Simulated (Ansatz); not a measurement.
We consider hcp Zr, described by HSE06 in Ansatz (PAW).

The input as run:

Ansatz 0.2 input:
```yaml
crystal:
  lattice:
    - [1.6161, -2.799167, 0.0]
    - [1.6161, 2.799167, 0.0]
    - [0.0, 0.0, 5.1479]
  atoms:
    - { symbol: Zr, position: [0.33333333, 0.66666667, 0.25] }
    - { symbol: Zr, position: [0.66666667, 0.33333333, 0.75] }
basis:
  ecutwfc: 460
  ecutrho_ratio: 4
  xc_grid: 2
kpoints:
  mp_grid: { grid: [9, 9, 6] }
hamiltonian:
  xc: hse06
  dispersion: none
  pseudopotentials: { kind: paw }
scf:
  occupations: { method: fermi_dirac, width: 0.05 }
  convergence: { dr2_threshold: 0.0000000002 }
output:
  forces: true
  stress: true
  eigenvalues: true
```

How many irreducible k-points, plane waves at Γ does the program set up, and what pressure does the run end with?

48 irreducible k-points, 1087 plane waves at Γ; P = 0.78 GPa, so the cell is compressed on average and its volume would grow at this level.

Excerpt of the program's output:

```
WARN output.stress: scf.exx.energy_threshold = 1e-6 eV is looser than the 2e-8 eV advised for a stress under a hybrid functional (1e-8 eV for each atom of the …
Crystal: 2 atoms, lattice volume = 46.575 Å³
Basis set: ecut = 460 eV, 1087 PW (Γ), exchange–correlation on 48×48×80 points (8 copies of the dense FFT grid, shifted against one another)
Bands: 16, of which v1, the nominal top of the filled ones, is band 12 counted from 1 (11 counted from 0)
Symmetry: 24 space group operations
Space group: P63/mmc (ITA 194), of the structure as read, at distance tolerance 3.6e-5 Å
k-points: 48 of 486
SCF iter   1: F=—  HF=-8367.684756 eV  |F-HF|=—  |Δ(HF+E_count)|=         —  Δρ=3.16e-3  dr2=2.37e-3
SCF iter   2: F=—  HF=-8367.685932 eV  |F-HF|=—  |Δ(HF+E_count)|=   1.18e-3  Δρ=1.79e-3  dr2=7.86e-4
  ...
SCF 1 converged in 7 iterations: F = -8367.686192 eV  dr2 = 4.06e-11
Crystal: 2 atoms, lattice volume = 46.575 Å³
Initial density: handed on by an earlier stage of this run
Crystal: 2 atoms, lattice volume = 46.575 Å³
SCF iter   7: F=—  HF=-8372.068457 eV  |F-HF|=—  |Δ(HF+E_count)|=   7.74e-9  Δρ=6.64e-7  dr2=2.57e-10
SCF iter   8: F=-8372.068457 eV  HF=-8372.068457 eV  |F-HF|=0.00e0  |Δ(HF+E_count)|=   1.58e-9  Δρ=1.09e-7  dr2=7.03e-12
SCF 3 converged in 8 iterations: F = -8372.068457 eV  dr2 = 7.03e-12
Free energy (F): -8372.068457 eV
Internal energy: -8372.059247 eV  (E = F + TS)
E sigma→0 (E₀):  -8372.063852 eV
Fermi energy:    13.999435 eV
--- Forces (eV/Å), atoms counted from 1 ---
  atom   1  Zr     0.00000000    -0.00000000     0.00000000
  atom   2  Zr    -0.00000000     0.00000000     0.00000000
--- Stress (GPa, compression-positive) ---
        1.259463       0.000000      -0.000000
        0.000000       1.259463       0.000000
       -0.000000       0.000000      -0.192905
  P = ⅓ Tr σ = 0.7753 GPa (7.753 kbar)
```

The PAW data were made under PBE.

Note: the run warned that the count of filled bands differs between k points. Note: cell and atoms aren't relaxed at this level (pressure 0.8 GPa).

Ansatz is a program for electronic structure.
